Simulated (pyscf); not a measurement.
This saddle point was located with ωB97X-D3(BJ)/def2-SVP in PySCF.

```xyz
9

B      1.1086     0.5851    -1.1096
O      1.4046    -0.6360    -1.3813
H      1.4225     1.7053    -1.4495
C     -0.2245     0.5980     0.0908
C      0.0509     0.3227     1.3765
H      0.2779    -0.4127    -0.5976
H     -1.1179     1.1724    -0.1810
H     -0.5758     0.6632     2.2100
H      0.9311    -0.2778     1.6392
```

Surface: singlet, charge 0. Lowest wavenumbers (cm⁻¹): 1733i, 141, 224, 441, 624.

Question: What reaction is this the transition state of?

Answer: HB=O + H₂C=CH₂ ⇌ H₂C=CH–BH–OH, an addition across a multiple bond or ene-type step read from left to right: C–H broken and B–C, H–O formed. At CCSD(T)/def2-TZVPP + ΔMP2(QZVPP) it lies +204.4 kJ/mol from the left side and +269.6 kJ/mol from the right (each side as separated species at their lowest minima found). On the product side the descent ends in a point that may be a rotor saddle (no frequency run), 6.6 kJ/mol over the lowest minimum found and 262.0 kJ/mol under the saddle at ωB97X-D3(BJ)/def2-TZVP. At ωB97X-D3(BJ)/def2-TZVP the barrier from the zero used here is 194.7 kJ/mol. The same reactants have a lower exit, to cyclic C₂H₅BO (SMILES B1CCO1) (barrier +139.3 kJ/mol at ωB97M-D3(BJ)/def2-TZVP, against +198.2 kJ/mol here). H₂C=CH–BH–OH lies 97.7 kJ/mol over its isomer H₃C–CH₂–B=O (electronic energy, ωB97M-D3(BJ)/def2-TZVP). One saddle was located; it need not be the lowest between these sides. The CCSD(T) − MP2 part came from Ansatz, without density fitting, on the same reference.
